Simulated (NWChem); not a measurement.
Everything below was run with NWChem. System: trifluoromethane (CHF$_{3}$), charge 0, spin multiplicity 1, at a geometry optimised with PBE0/def2-SVP. Level: EOM-CCSD/def2-SVP, 4 core orbitals frozen.

Part of the output:

```
             Northwest Computational Chemistry Package (NWChem) 7.3.0
             --------------------------------------------------------

                                NWChem Input Module
                                -------------------

 Scaling coordinates for geometry "geometry" by  1.889725989
 (inverse scale =  0.529177249)

 Turning off AUTOSYM since
 SYMMETRY directive was detected!

                             Geometry "geometry" -> ""
                             -------------------------

 Output coordinates in angstroms (scale by  1.889725989 to convert to a.u.)

  No.       Tag          Charge          X              Y              Z
 ---- ---------------- ---------- -------------- -------------- --------------
    1 F                    9.0000     0.07783500    -0.63067200     1.07838300
    2 C                    6.0000    -0.33182400     0.02615300     0.00000000
    3 F                    9.0000     0.07783500    -0.63067200    -1.07838300
    4 F                    9.0000     0.22461100     1.23137000     0.00000000
    5 H                    1.0000    -1.43158200     0.11284300     0.00000000

 Effective nuclear repulsion energy (a.u.)     134.2283782719

            Nuclear Dipole moment (a.u.)
            ----------------------------
        X                 Y               Z
 ---------------- ---------------- ----------------
     0.0000056692    -0.0000094486     0.0000000000

      Symmetry information
      --------------------

 Group name             Cs
 Group number              2
 Group order               2
 No. of unique centers     4

      Symmetry unique atoms

     1    2    4    5


 Summary of "ao basis" -> "" (spherical)
 ------------------------------------------------------------------------------
       Tag                 Description            Shells   Functions and Types
 ---------------- ------------------------------  ------  ---------------------
 *                          def2-svp                  on all atoms

 Summary of "ao basis" -> "ao basis" (spherical)
 ------------------------------------------------------------------------------
       Tag                 Description            Shells   Functions and Types
 ---------------- ------------------------------  ------  ---------------------
 F                          def2-svp                 6       14   3s2p1d
 C                          def2-svp                 6       14   3s2p1d
 H                          def2-svp                 3        5   2s1p
[...]
   0.0001318870690   0.5147211884376   14.00628
   0.0342141202215   0.5317127191150   14.46865     0.6     0.6

 Iteration  16 using   32 trial vectors
   0.0000570788518   0.5147216321162   14.00629
   0.0362828699534   0.5303993585380   14.43291     0.8     0.8

 Iteration  17 using   34 trial vectors
   0.0000243390037   0.5147219409449   14.00630
   0.0286476421160   0.5296751168155   14.41320     0.6     0.6

 Iteration  18 using   36 trial vectors
   0.0000093933228   0.5147218563829   14.00630
   0.0218434056509   0.5287601425586   14.38830     0.6     0.6

 Iteration  19 using   37 trial vectors
   0.0000093933157   0.5147218563832   14.00630
   0.0171255034875   0.5285875404278   14.38360     0.4     0.4

 Iteration  20 using   38 trial vectors
   0.0000093933157   0.5147218563832   14.00630
   0.0105386551404   0.5282435887793   14.37425     0.4     0.4

 Iteration  21 using   39 trial vectors
   0.0000093933190   0.5147218563830   14.00630
   0.0084958959556   0.5282169610150   14.37352     0.4     0.4

 Iteration  22 using   40 trial vectors
   0.0000093933200   0.5147218563819   14.00630
   0.0082553627930   0.5281279679359   14.37110     0.4     0.4

 Iteration  23 using   41 trial vectors
   0.0000093933151   0.5147218563831   14.00630
   0.0076149552855   0.5280672740526   14.36945     0.5     0.5

 Iteration  24 using   42 trial vectors
   0.0000093933175   0.5147218563839   14.00630
   0.0056092500924   0.5280869204000   14.36998     0.4     0.4

 Iteration  25 using   43 trial vectors
   0.0000093933157   0.5147218563827   14.00630
   0.0031807539858   0.5280453363595   14.36885     0.4     0.4

 Iteration  26 using   44 trial vectors
   0.0000093933109   0.5147218563828   14.00630
   0.0015211542570   0.5280577709107   14.36919     0.4     0.4

 Iteration  27 using   45 trial vectors
   0.0000093933109   0.5147218563828   14.00630
   0.0007441333373   0.5280503418267   14.36899     0.4     0.4

 Iteration  28 using   46 trial vectors
   0.0000093933107   0.5147218563829   14.00630
   0.0003376779116   0.5280525981651   14.36905     0.5     0.5

 Iteration  29 using   47 trial vectors
   0.0000093933061   0.5147218563831   14.00630
   0.0001786872240   0.5280515862375   14.36902     0.5     0.5

 Iteration  30 using   48 trial vectors
   0.0000093933070   0.5147218563829   14.00630
   0.0001121098820   0.5280517306171   14.36902     0.5     0.5

 Iteration  31 using   49 trial vectors
   0.0000093932988   0.5147218563844   14.00630
   0.0000660741045   0.5280520774648   14.36903     0.5     0.5

 Iteration  32 using   50 trial vectors
   0.0000093932988   0.5147218563844   14.00630
   0.0000397093808   0.5280519237326   14.36903     0.5     0.5

 Iteration  33 using   51 trial vectors
   0.0000093932984   0.5147218563845   14.00630
   0.0000311239624   0.5280520795364   14.36903     0.5     0.5

 Iteration  34 using   52 trial vectors
   0.0000093932987   0.5147218563856   14.00630
   0.0000236652989   0.5280519182251   14.36903     0.4     0.4

 Iteration  35 using   53 trial vectors
   0.0000093932953   0.5147218563863   14.00630
   0.0000191005239   0.5280519658916   14.36903     0.5     0.5

 Iteration  36 using   54 trial vectors
   0.0000093932971   0.5147218563856   14.00630
   0.0000151897330   0.5280519446612   14.36903     0.5     0.5

 Iteration  37 using   55 trial vectors
   0.0000093932978   0.5147218563861   14.00630
   0.0000079823827   0.5280519523330   14.36903     0.5     0.5
 --------------------------------------------------------------
 Iterations converged
 ------------------

 Excited state root  1
 Excitation energy / hartree =        0.514721856386060
                   / eV      =       14.006300315448387
 largest EOMCCSD amplitudes: R1 and R2

 Singles contributions
    18a'  (alpha) ---    16a"  (alpha)        0.9142740325
    25a'  (alpha) ---    16a"  (alpha)        0.1022145139

 Doubles contributions
 ------------------

 Excited state root  2
 Excitation energy / hartree =        0.528051952333010
                   / eV      =       14.369030836311863
 largest EOMCCSD amplitudes: R1 and R2

 Singles contributions
    18a'  (alpha) ---    14a"  (alpha)       -0.2771497673
    19a'  (alpha) ---    16a"  (alpha)       -0.1720754315
    21a'  (alpha) ---    14a"  (alpha)       -0.1936720197
    20a"  (alpha) ---    17a'  (alpha)       -0.8217226053
    24a"  (alpha) ---    17a'  (alpha)        0.1870320162

 Doubles contributions

 Task  times  cpu:       53.1s     wall:       53.1s

 Total times  cpu:       53.2s     wall:       53.2s
```

**Question.** Write an NWChem input that would produce this output.

**Answer.** This is not unique; one that fits is 
```
start mol
memory heap 100 mb stack 700 mb global 1900 mb
geometry units angstroms nocenter noautoz
  F      0.077835    -0.630672     1.078383
  C     -0.331824     0.026153     0.000000
  F      0.077835    -0.630672    -1.078383
  F      0.224611     1.231370     0.000000
  H     -1.431582     0.112843     0.000000
  symmetry group Cs
end
basis spherical
  * library def2-svp
end
scf
  rhf
  nopen 0
  maxiter 100
  thresh 1e-7
  semidirect memsize 60000000 filesize 0
end
tce
  freeze core 4
  ccsd
  nroots 2
  2eorb
  2emet 13
  thresh 1e-5
  maxiter 200
  tilesize 24
end
task tce energy
```
